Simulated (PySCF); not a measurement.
**[B2H7]-: geometry, NMR shifts, electronic excitations and spin-spin couplings**

Aim: predict the NMR shifts, electronic excitations and spin-spin couplings of [B2H7]-.

Computed with PySCF 2.14.0, with density-fitted response routines of our own, on a single molecule in the gas phase. Atoms are numbered from 0 throughout.

## Step 1: The starting structure

9 atoms, charge -1, multiplicity 1; geometry from: GFN2-xTB.

Bonds of the start (Å): B0–H1 1.32, B0–H3 1.20, B0–H4 1.20, B0–H5 1.20, H1–B2 1.32, B2–H6 1.20, B2–H7 1.20, B2–H8 1.20.

## Step 2: Relaxing the molecule at PBE0-D3(BJ)/def2-SVP

Job settings and geometry (Å):

```
{"job": {"xc": "PBE0", "basis": "def2-SVP", "d3": "d3bj", "grid": 1, "maxiter": 40, "kind": "geom"}, "charge": -1, "multiplicity": 1}
B      0.998980     0.432440    -0.745020
H     -0.001410     0.003060     0.001110
B     -0.997930    -0.431900     0.744300
H      0.693930     1.535020    -1.106020
H      1.967190     0.430160    -0.036430
H      1.091060    -0.342710    -1.656210
H     -1.902880    -0.657850    -0.011110
H     -1.250220     0.453020     1.515040
H     -0.598710    -1.421240     1.294350
```

**Question.** This job is followed by: GIAO PBE0/pcSseg-1 NMR shielding, non-relativistic, gas phase; TDDFT PBE0/def2-SVPD, vertical, gas phase, core orbitals frozen in the response; B3LYP/pcJ-1 indirect spin-spin coupling, non-relativistic, gas phase; GIAO KT2/pcSseg-1 NMR shielding, non-relativistic, gas phase. What will the session give for the following? point group; rotational constants (main isotopes); ¹H shifts against TMS (PBE0/pcSseg-1, means over atoms taken as alike); ¹¹B shifts against BF3·OEt2 (PBE0/pcSseg-1, means over atoms taken as alike); lowest singlet (PBE0/def2-SVPD); brightest single state of those computed; lowest triplet; largest coupling of the table (B3LYP/pcJ-1); range of the shift of B0.

As calculated:

| quantity | value |
| --- | --- |
| point group | D3 |
| rotational constants (main isotopes) | 58.67, 8.66, 8.66 GHz |
| ¹H shifts against TMS (PBE0/pcSseg-1, means over atoms taken as alike) | 1.90, -8.41 ppm |
| ¹¹B shifts against BF3·OEt2 (PBE0/pcSseg-1, means over atoms taken as alike) | -19.8 ppm |
| lowest singlet (PBE0/def2-SVPD) | 6.67 eV (186 nm), f = 0.041 |
| brightest single state of those computed | state 7, 7.51 eV, f = 0.528 |
| lowest triplet | 6.33 eV |
| largest coupling of the table (B3LYP/pcJ-1) | ¹J(B,H) B0–H3, 116.5 Hz |
| range of the shift of B0 | -21.0 to -19.8 ppm |

Over 3 steps the energy fell by 0.086 eV; of the close pairs, B0–H3 changed most, 1.200 to 1.228 Å. No frequency check was run at this level, so the end point may be a saddle. At PBE0/pcSseg-1: Shielding is most anisotropic at B0, B2 (span 42 ppm, paramagnetic term -69 ppm). The lowest singlet, at 6.67 eV, is HOMO→LUMO 0.94 and is weak; of the 10 states computed, the strongest absorption comes from states 7 to 9 together at 7.51 eV. The lowest triplet lies 0.34 eV below the lowest singlet (triplets in Tamm-Dancoff, singlets in full TDDFT). The lowest singlet lies above −ε(HOMO); no detachment energy was computed, so the anion's states may not be bound. In the run at B3LYP/pcJ-1, the largest coupling of the table is B0–H3 (mean over like pairs), 116.5 Hz, of which the Fermi-contact term gives 116.3 Hz. In ppm, B0 (with its like atoms) moves most: its shift spreads over 1.2 ppm, from -21.0 (KT2/pcSseg-1) to -19.8 (PBE0/pcSseg-1). Part of that comes from the computed reference.
